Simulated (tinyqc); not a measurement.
Orbital energy against energy difference: ionisation energy by orbital energies and by energy differences in the 6-31g* basis, for LiH, spin multiplicity 1. Computed by the program tinyqc with PySCF. The cation is unrestricted; errors are against CCSD(T) in this basis, not against experiment.

Geometry (angstrom):
```
atom       x       y       z
Li    0.0000  0.0000  0.0000
H     0.0000  0.0000  1.3860
```

CCSD(T) difference in the same basis = 7.9221 eV

IP-EOM-CCSD = 7.9219 eV

First vertical ionisation energy (eV):
```
method     -e(HOMO)  E(cation) - E  error of -e(HOMO)  error of the difference
HF           8.4697       7.331142             0.5475                  -0.5910
LDA          4.5224       8.538138            -3.3997                   0.6160
PBE          4.5148       8.380674            -3.4074                   0.4586
B3LYP        5.4982       8.626323            -2.4239                   0.7042
PBE0         5.6336       8.339596            -2.2885                   0.4175
CAM-B3LYP    7.0729       8.610702            -0.8492                   0.6886
LC-wPBE      8.4003       8.421874             0.4782                   0.4998
```

What does the comparison show, and why?

Koopmans errs by +0.55 eV and Delta-HF by -0.59 eV: relaxation, 1.14 eV, lowers the value and the missing correlation difference works against it. The PBE level is off by -3.4 eV through the wrong tail of its potential, though its energy difference is off by +0.46 eV; exact exchange deepens the level, and among the orbital energies LC-wPBE comes closest; among the differences PBE0 does.
